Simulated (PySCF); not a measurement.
# Which determinant of AlH⁺ lies lowest?

Unrestricted PBE0; basis Al def2-TZVP, H def2-TZVP; no relativity; PySCF 2.14. Outer shells of the fragments: Al+ 3s2; H 1s1.

Followed along the bond (rough minima from three points):

| 2Ms+1 | unpaired | ⟨S²⟩ at the start | R at minimum (Å) | Te (eV) |
| --- | --- | --- | --- | --- |
| 2 | σ ↑ | 0.76 | 1.62 | 0.00 |
| 4 | σ ↑↑, π ↑ | 3.75 | none in the scan | ≤ 5.68 |

Solutions found at the starting distance of 1.615 Å, counted from the lowest of them; the search is not exhaustive and high or unbound solutions are not listed, so other states can lie among these:

```tsv
2Ms+1	unpaired	term	E (eV)	⟨S²⟩	⟨Lz²⟩	μ (D)
2	σ ↑	²Σ⁺	0.00	0.76	0.00	-0.35
2	π ↑	²Π	3.38	0.83	1.00	-0.96
4	σ ↑↑, π ↑	⁴Π	6.05	3.75	1.00	1.73
4	σ ↑↑↑	⁴Σ⁺	9.73	3.75	0.00	3.13
```

A term symbol is given only where ⟨S²⟩ and ⟨Lz²⟩ are close to those of a pure state; real π, δ and φ orbitals otherwise mix terms. A positive dipole points towards H; it is taken about the centre of mass and depends on that origin.

Counting both spins, an empty level lies below a filled one in some of these solutions, because spin and occupation are held.
